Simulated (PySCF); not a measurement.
# Name the molecule from its bond curve

A diatomic of charge -1 contains C. Its triplet curve at PBE0 in a double-zeta basis (no relativity, PySCF), in eV from the separated fragments:

R (Å), E (eV) and a bar:
```
    1.243     -2.486 ##########################
    1.300     -2.792 ###########
    1.358     -2.956 ###
    1.402     -3.012 #
    1.445     -3.026 
    1.488     -3.008 #
    1.546     -2.947 ####
    1.618     -2.831 #########
    1.705     -2.657 ##################
    1.821     -2.396 ##############################
```

The fit gives ωe = 803 cm⁻¹ and the rotational constant Bₑ = 1.105 cm⁻¹.

Problem. Which atom is the partner?

Solution. The minimum lies at 1.440 Å, so the reduced mass is 16.8576 u Å² cm⁻¹/(Bₑ·Re²) = 7.357 u. With C at 12.00 u the partner weighs about 19.0 u: F. The molecule is CF⁻.

The highest Kohn–Sham level is positive in this anion. Much of that is self-interaction error, but it also means that the finite basis helps to hold the extra electron. The state was picked by a PBE0 search and need not be the measured ground state.
